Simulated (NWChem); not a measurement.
# CH$_{2}$ cation, doublet

```xyz
3

C      0.0000     0.0000    -0.0914
H      1.0358     0.0000     0.2742
H     -1.0358     0.0000     0.2742
```
Atoms are numbered in this order, from 1.

Coordinates come from a PBE0-D3(BJ)/def2-TZVP, spin-unrestricted optimisation. No stability test was run on the SCF state.

Symmetry labels are those of C2v in the frame above (b1 and b2, or b-type labels, depend on it).

### Question
List the 6 lowest vertical excitations from CAM-B3LYP/def2-SVP, spin-unrestricted, TDA (NWChem).

### Answer
```
state    energy (eV)  oscillator strength  symmetry of the excitation  <S²>
-------  -----------  -------------------  --------------------------  ----
state 1         0.97                0.000                          b2  0.75
state 2         5.56                0.000                          a2  2.72
state 3         6.80                0.000                          a2  0.79
state 4         7.30                0.001                          b1  0.76
state 5        10.29                0.001                          b2  2.73
state 6        10.40                0.011                          a1  0.77
```
